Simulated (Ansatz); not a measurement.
The input, for Ansatz 0.2.0:

```yaml
crystal:
  periodic: [false, false, false]
  atoms:
    - {symbol: Al, position_ang: [0.000000, -0.133656, 0.601464]}
    - {symbol: N, position_ang: [0.000000, 0.078532, -1.305704]}
    - {symbol: H, position_ang: [0.000000, 2.486518, 2.043951]}
basis:
  gaussian: {orbitals: 6-31G}
magnetization: {spin_polarized: false, initial_magnetization: 3}
correlation: {method: ccsdt_q, electrons: outside_noble_gas}
```

```sh
$ ansatz run in.yaml --threads 1 --pin off --events-out ev --progress --plain --max-ram 2393MiB
```

Roughly how long does this take on 1 thread of Intel Xeon 6975P-C, shared host, and how much host memory?

7.5 s wall and 0.15 GiB.

```
508 factors; integrals over basis functions are off by at most 1.1e-7 eV
mean field evaluation 1: about -8070.5931 eV, gradient 2.2e1 eV
mean field evaluation 2: about -8070.6199 eV, gradient 2.2e1 eV
mean field evaluation 4: about -8072.5778 eV, gradient 1.3e1 eV
mean field evaluation 8: about -8074.2104 eV, gradient 1.1e0 eV
mean field evaluation 16: about -8074.2234 eV, gradient 1.8e-1 eV
mean field evaluation 32: about -8072.5593 eV, gradient 1.2e1 eV
mean field evaluation 64: about -8074.2145 eV, gradient 4.2e-6 eV
mean field evaluation 96: about -8069.7751 eV, gradient 2.5e1 eV
mean field evaluation 128: about -8074.2093 eV, gradient 5.9e-2 eV
mean field evaluation 160: about -8074.7759 eV, gradient 2.7e-1 eV
...
mean field -8074.77788678 eV, -296.7426140583 hartree, gradient 2.0e-6 eV, S^2 3.750000; 14 other end points of the search recorded, 0 dependent functions left out
...
determinant -8074.77788678 eV, -296.7426140583 hartree, with singles and doubles -8077.65476490 eV, -296.8483373791 hartree
determinant -8074.21453048 eV, -296.7219110961 hartree, with singles and doubles -8077.55565243 eV, -296.8446950630 hartree
determinant -8074.20921962 eV, -296.7217159253 hartree, with singles and doubles -8077.53578299 eV, -296.8439648746 hartree
determinant -8074.77788678 eV, -296.7426140583 hartree, with singles and doubles -8077.70456954 eV, -296.8501676658 hartree
determinant -8074.21453048 eV, -296.7219110961 hartree, with singles and doubles -8077.52988304 eV, -296.8437480554 hartree
determinant -8074.20921962 eV, -296.7217159253 hartree, with singles and doubles -8077.55138471 eV, -296.8445382271 hartree
...
6 core orbitals not correlated: weight in the atoms' cores, before any rotation towards them, 1.000 or more for the frozen orbitals, at most 0.000 for the correlated occupied ones
reference -8074.77788678 eV, -296.7426140583 hartree; 6, 3 occupied and 12, 15 virtual orbitals, 508 factors
second order -2.17006128 eV of doubles, -0.04425223 eV of singles
...
perturbative correction -0.01318186 eV, -0.0004844245 hartree
the amplitudes ended above the screening CCSD energy; trying again from the screening CCSD amplitudes
...
cycle  33  -3.01491762 eV  change    9.0e-7 eV  update   3.2e-6
cycle  34  -3.01491911 eV  change   -1.5e-6 eV  update   2.0e-6
cycle  35  -3.01492059 eV  change   -1.5e-6 eV  update   1.4e-6
cycle  36  -3.01492084 eV  change   -2.5e-7 eV  update   9.4e-7
cycle  37  -3.01492116 eV  change   -3.2e-7 eV  update   6.4e-7
cycle  38  -3.01492093 eV  change    2.3e-7 eV  update   4.1e-7
cycle  39  -3.01492099 eV  change   -6.4e-8 eV  update   2.5e-7
cycle  40  -3.01492107 eV  change   -7.8e-8 eV  update   1.6e-7
cycle  41  -3.01492115 eV  change   -8.2e-8 eV  update   1.2e-7
cycle  42  -3.01492123 eV  change   -7.8e-8 eV  update   9.0e-8
perturbative correction -0.02212723 eV, -0.0008131607 hartree
another start ended 0.126 eV higher
Total energy: -8077.81493524 eV, -296.8542235305 hartree
```

The T1 diagnostic is 0.266, too large for the energy to be relied on.

For the same geometry and basis full CI lies 12.7 meV higher.
